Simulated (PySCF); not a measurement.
# Functional benchmark on one molecule

Molecule: `C[Si](C)(C)C`, C₄H₁₂Si.

Bonds (- single, = double, # triple, : aromatic): C1-Si2, Si2-C3, Si2-C4, Si2-C5. C1 carries H6, H7, H8; C3 carries H9, H10, H11; C4 carries H12, H13, H14; C5 carries H15, H16, H17.

Geometry PBE0-D3(BJ)/def2-SVP throughout; GIAO in PySCF 2.14.0 with density-fitted response routines, gas phase, one conformer, non-relativistic; equivalent atoms averaged; basis pcSseg-1.

Reference values (measured; liquid; Jackowski, Wilczek, Molecules 2024, 29, 2617): σ(H6/H7/H8/H9/H10/H11/H12/H13/H14/H15/H16/H17) = 33.48 ppm, σ(C1/C3/C4/C5) = 186.4 ppm, σ(Si2) = 379.0 ppm.

Q: How do the functionals HF, LDA, PBE, BLYP, BP86, OPBE, KT2, KT3, B97-D, B3LYP, PBE0, mPW1PW91, WP04, B97-2, BHandHLYP, CAM-B3LYP, wB97X-D, LC-wPBE perform against the reference? Times are CPU seconds on shared hosts with different chips, so compare them loosely.

A: 
```csv
functional,kind,H6/H7/H8/H9/H10/H11/H12/H13/H14/H15/H16/H17,C1/C3/C4/C5,Si2,abs. error H,abs. error C,abs. error Si,core-s
HF,Hartree–Fock,31.69,190.9,393.5,1.79,4.5,14.5,7.2
LDA,LDA,30.83,180.7,318.4,2.65,5.7,60.6,15
PBE,GGA,31.20,180.0,334.7,2.28,6.4,44.3,18
BLYP,GGA,31.36,175.3,323.5,2.12,11.1,55.5,19
BP86,GGA,31.27,179.7,333.9,2.21,6.7,45.1,18
OPBE,GGA,31.23,185.1,360.3,2.25,1.3,18.7,20
KT2,GGA,31.18,183.2,361.1,2.30,3.2,17.9,21
KT3,GGA,31.32,182.3,365.5,2.16,4.1,13.5,21
B97-D,GGA,31.41,179.2,347.2,2.07,7.2,31.8,19
B3LYP,global hybrid,31.38,179.2,337.9,2.10,7.2,41.1,14
PBE0,global hybrid,31.27,184.4,352.0,2.21,2.0,27.0,11
mPW1PW91,global hybrid,31.32,183.6,350.9,2.16,2.8,28.1,14
WP04,global hybrid,31.56,172.5,338.7,1.92,13.9,40.3,24
B97-2,global hybrid,31.38,183.7,357.5,2.10,2.7,21.5,21
BHandHLYP,global hybrid,31.44,184.0,358.4,2.04,2.4,20.6,20
CAM-B3LYP,range-separated hybrid,31.33,182.5,343.5,2.15,3.9,35.5,26
wB97X-D,range-separated hybrid,31.38,184.5,353.0,2.10,1.9,26.0,26
LC-wPBE,range-separated hybrid,31.33,188.6,358.5,2.15,2.2,20.5,38
```

For ¹H the closest is HF (1.79 ppm) and the furthest LDA (2.65 ppm).

For ¹³C the closest is OPBE (1.3 ppm) and the furthest WP04 (13.9 ppm).

For ²⁹Si the closest is KT3 (13.5 ppm) and the furthest LDA (60.6 ppm). One molecule is a small sample, and vibrational and solvent effects are absent from the calculation.
